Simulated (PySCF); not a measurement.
# Structure from NMR data

Molecular formula: C₂H₅ClO₂S. Simulated spectra:

1H NMR (400 MHz, computed): δ 3.12 (q, 2H), 1.48 (t, 3H).

13C{1H} NMR (computed): δ 62.0 (CH2), 11.4 (CH3).

[PySCF: B97-2/pcSseg-2 with gauge-including orbitals; PBE0-D3(BJ)/def2-TZVP geometry; non-relativistic Hamiltonian; gas phase; averaged over atoms made equivalent by symmetry, fast rotation or ring inversion; one computed conformer]

Referencing at the same level of theory: TMS for 1H and 13C.

Deduce the structure.

Answers


- Rings plus π bonds: 0.
- 2 carbon signals for 2 carbons: no two carbons are equivalent.
- Carbon types of the structure: 1 × CH2, 1 × CH3, which accounts for all hydrogens.
- δC 62.0: sp3 CH2 bonded to S.
- δC 11.4: methyl carbon; saturated and bonded to C and H only.
- δH 3.12: hydrogen on an sp3 CH2 bonded to S.
- δH 1.48: hydrogen on a methyl carbon.

The compound is SMILES ClS(CC)(=O)=O.

The data come from this structure; uniqueness wasn't tested.

Shifts are as computed. Against solution values, carbons near 30 ppm lie about +3 ppm off and those near 130 ppm about +7 ppm. Of 1211 compounds with measured shifts, 218 miss one by over three times the rms of a fit or turn the order of signals round; such compounds aren't used in these exercises. Multiplicities follow the n + 1 count of equivalent neighbours, as no J values were calculated; m marks all less simple cases, F and P coupling included.
